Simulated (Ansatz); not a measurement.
# BH2Si: the cost of one run

Computed with Ansatz 0.2.0, Gaussian basis. Level: def2-QZVPP, core rule «outside noble gas», up to 6 orbitals frozen.

Plan: UHF; ROHF; CCSD(T) on UHF.

### 1 The system

The geometry is a PBE0/def2-TZVP stationary point (not a proven minimum) of the parent state, kept for this charge and spin.

4 atoms, charge 0, spin multiplicity 6.

Atoms are counted from 1 here; the program's logs count them from 0.

Bond lengths: Si1–B2 1.871 Å, Si1–H3 1.488 Å, Si1–H4 1.488 Å. Angles: B2–Si1–H3 125.4°, B2–Si1–H4 125.4°, H3–Si1–H4 109.2°.

### 2 UHF

File in.yaml:

```yaml
crystal:
  periodic: [false, false, false]
  atoms:
    - {symbol: Si, position_ang: [0.000000, 0.000000, 0.451790]}
    - {symbol: B, position_ang: [0.000000, 0.000000, -1.418773]}
    - {symbol: H, position_ang: [0.000000, 1.212692, 1.314369]}
    - {symbol: H, position_ang: [0.000000, -1.212692, 1.314369]}
basis:
  gaussian: {orbitals: "def2-QZVPP.json"}
magnetization: {spin_polarized: true, initial_magnetization: 5}
hamiltonian: {xc: hf}
output: {orbitals: {seedname: orbitals}}
```

On the command line:

```
$ ansatz run in.yaml --threads 1 --pin off --events-out ev --progress --plain --max-ram 2393MiB
```

**Question.** How long does this run take on 1 thread of Arm Neoverse V2, shared host, and how much memory does it need?

About 8 s, with a peak of 0.37 GiB.
